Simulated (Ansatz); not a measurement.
Species: C2H3O, charge 1, singlet. C2H3O+ (SMILES [OH+]=C=C).
B3LYP-D3(BJ)/def2-TZVP minimum from Ansatz (a quantum-chemistry and plane-wave program):
```
C
O 1 1.2226
C 1 1.2711 2 174.10
H 2 0.9881 1 116.97 3 180.00
H 3 1.0898 1 120.12 2 -90.72
H 3 1.0898 5 119.74 1 178.57
```
Charge +1, spin multiplicity 1.

Total energies in cc-pVTZ, 16 correlated electrons, 3 frozen orbitals. UHF or UKS for unpaired electrons; spin-orbit terms are left out. Cores are frozen in correlated methods. No relativity.

```json
[
 {"method": "HF", "program": "Ansatz", "energy (Eh)": "-152.05050", "minus CCSDT(Q) (mEh)": "568.33"},
 {"method": "MP2", "program": "Ansatz", "energy (Eh)": "-152.57425", "minus CCSDT(Q) (mEh)": "44.59"},
 {"method": "CCSD", "program": "Ansatz", "energy (Eh)": "-152.59302", "minus CCSDT(Q) (mEh)": "25.82"},
 {"method": "CCSD(T)", "program": "Ansatz", "energy (Eh)": "-152.61702", "minus CCSDT(Q) (mEh)": "1.82"},
 {"method": "CCSDT(Q)", "program": "Ansatz", "energy (Eh)": "-152.61884", "minus CCSDT(Q) (mEh)": "0.00"}
]
```

Rough core times of Ansatz's runs on a shared machine: CCSD(T) under 20 s, CCSDT(Q) 20 min.
